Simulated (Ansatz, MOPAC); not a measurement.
# C2H3F3O (2,2,2-trifluoroethanol): methods side by side

The runs start from one conformer, not always the lowest.

C2H3F3O, singlet, SMILES `OCC(F)(F)F`. Each level relaxes the structure for itself.

Each level gives the highest harmonic wavenumber at each level's own minimum (cm⁻¹). The values are calculated.

```
                             level            kind  program  value (cm⁻¹)
                               AM1  semi-empirical    MOPAC          3457
                              MNDO  semi-empirical    MOPAC          3983
                             MNDOD  semi-empirical    MOPAC          3983
                               RM1  semi-empirical    MOPAC          3297
                         HF/STO-3G    Hartree–Fock   Ansatz          4226
                          HF/3-21G    Hartree–Fock   Ansatz          3868
   HF/6-31G* (Cartesian functions)    Hartree–Fock   Ansatz          4100
                      PBE/def2-SVP             GGA   Ansatz          3690
                 PBE0-D4/def2-TZVP   global hybrid   Ansatz          3854
B3LYP/6-31G* (Cartesian functions)   global hybrid   Ansatz          3738
```

Harmonic and unscaled. The values span 3297 to 4226 cm⁻¹.
